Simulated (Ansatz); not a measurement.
We consider Sn2SbS2I3 (Cmcm, No. 63; structure not from a measured cell), described by PBEsol (Ansatz, a first-principles code, PAW).

Settings: plane-wave cutoff 520 eV, 8×8×2 k mesh (along the axes of the cell as run), Fermi–Dirac smearing 0.01 eV, scalar-relativistic PAW data made under PBE.

Cell (relaxed with PBEsol):

```xyz
16
Lattice="2.1201 -6.9319 0.0000 2.1201 6.9319 0.0000 0.0000 0.0000 15.7718" Properties=species:S:1:pos:R:3 pbc="T T T"
Sn     2.1201    -5.1372     7.4750
Sn     2.1201     5.1372     8.2968
Sn     2.1201     5.1372    15.3609
Sn     2.1201    -5.1372     0.4109
Sb     2.1201    -4.1814    11.8288
Sb     2.1201     4.1814     3.9429
S      2.1201     3.2013     1.3438
S      2.1201    -3.2013    14.4280
S      2.1201    -3.2013     9.2297
S      2.1201     3.2013     6.5421
I      2.1201    -0.8931     2.0890
I      2.1201     0.8931    13.6828
I      2.1201     0.8931     9.9749
I      2.1201    -0.8931     5.7969
I      2.1201    -4.8892     3.9429
I      2.1201     4.8892    11.8288
```

**Question.** What does this level give for the band gap, smallest direct gap on the k points sampled and direct gap at Γ?

**Answer.** 
- band gap = 0.58 eV
- smallest direct gap on the k points sampled = 0.60 eV
- direct gap at Γ = 1.19 eV

Note: this cell isn't known to be the ambient phase, and symmetry holds it in the calculation.

Spin–orbit coupling is not included.

The computed numbers hold no vibrational or temperature effects.

It cost about 7 core-minutes (a rough figure) of CPU time.
